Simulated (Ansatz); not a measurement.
Program: Ansatz. Geometries: PBE0-D4/def2-TZVP. ΔE: electronic, gas phase. CCSD(T)/CBS is the MP2 limit (def2-TZVPP, def2-QZVPP) plus CCSD(T) − MP2 in def2-TZVPP, frozen cores. This one scheme is used for every species, atoms too. Functionals use def2-TZVPP. B3LYP here is the variant with VWN-RPA as its local correlation; programs differ in this. HSE06 is defined as in plane-wave codes. Open shells (•) are unrestricted, without spin–orbit coupling. Spin–orbit coupling would lower the free atoms: a little for F. One conformer a species, not always the lowest.

Consider the hydrogen abstraction from a B–H bond: `NBN` + F• → `N[B]N`• + H–F.

`NBN`:

```xyz
8

N    -0.247   -0.811    0.922
B    -0.433    0.207   -0.034
N     0.593    0.646   -0.895
H     0.617   -1.302    1.069
H    -0.988   -1.112    1.527
H    -1.513    0.723   -0.119
H     0.443    1.372   -1.570
H     1.527    0.277   -0.900
```

`N[B]N`•:

Z-matrix (Å, degrees):
```
N
B 1 1.398
H 1 1.010 2 124.1
H 1 1.003 2 122.3 3 180.0
N 2 1.398 1 127.6 3 0.0
H 5 1.003 2 122.3 1 -180.0
H 5 1.010 2 124.1 1 0.0
```

H–F:

Cartesian coordinates in Å:
```
F -0.005 -0.306 -0.344
H 0.005 0.306 0.344
```

```tsv
level	ΔE (kcal/mol)	difference from CCSD(T)/CBS
LDA (SPW92)	-43.4	-14.6
PBE-D4	-33.5	-4.7
revPBE-D4	-31.0	-2.2
BLYP-D4	-30.2	-1.4
B97M-V	-24.6	4.2
B3LYP-D4	-26.7	2.1
r2SCANh-D4	-28.4	0.4
r2SCAN0-D4	-25.8	3.0
HSE06-D4	-28.1	0.7
BHLYP-D4	-19.1	9.7
CAM-B3LYP-D4	-26.8	2.0
ωB97M-V	-24.7	4.1
B2PLYP	-26.7	2.1
PBE-QIDH	-26.3	2.5
PBE	-33.7	-4.9
revPBE	-31.5	-2.7
BLYP	-30.5	-1.7
r2SCAN	-30.2	-1.4
PBE0	-28.0	0.8
B3LYP	-26.9	1.9
r2SCANh	-28.4	0.4
r2SCAN0	-25.9	2.9
HSE06	-28.2	0.6
BHLYP	-19.2	9.6
CAM-B3LYP	-26.9	1.9
LC-ωPBE	-29.4	-0.6
RPA@PBE/def2-TZVPP	-17.6	11.2
MP2/def2-SVP	-25.8	3.0
CCSD/def2-SVP	-19.4	9.4
CCSD(T)/def2-SVP	-19.8	9.0
HF/def2-TZVPP	-6.4	22.4
MP2/def2-TZVPP	-32.3	-3.5
SCS-MP2/def2-TZVPP	-26.9	1.9
CCSD(T)/def2-TZVPP	-25.7	3.1
HF/def2-QZVPP	-6.8	22.0
MP2/def2-QZVPP	-34.2	-5.4
SCS-MP2/def2-QZVPP	-28.8	0.0
HF/CBS(def2)	-6.8	22.0
MP2/CBS(def2)	-35.4	-6.6
CCSD/CBS(def2)	-27.3	1.5
CCSD(T)/CBS	-28.8	0
```

Largest T1 diagnostic among the species: 0.012.

From BLYP to BHLYP (50 % exact exchange), in def2-TZVPP and without D4, ΔE moves by +11.3 kcal/mol. Leaving LDA and LC-ωPBE aside and taking each functional with its dispersion term where it has one, the values spread over 14.4 kcal/mol, from PBE-D4 to BHLYP-D4. LDA lies −9.8 kcal/mol from PBE without D4. In def2-TZVPP, CCSD(T) changes the Hartree–Fock value by −19.3 kcal/mol (the triples alone add −1.4 kcal/mol) and MP2 by −25.9 kcal/mol.

CCSD(T)/CBS has its own doubt, a few kJ/mol and more with outer-core shells, so smaller differences from it don't rank the levels.
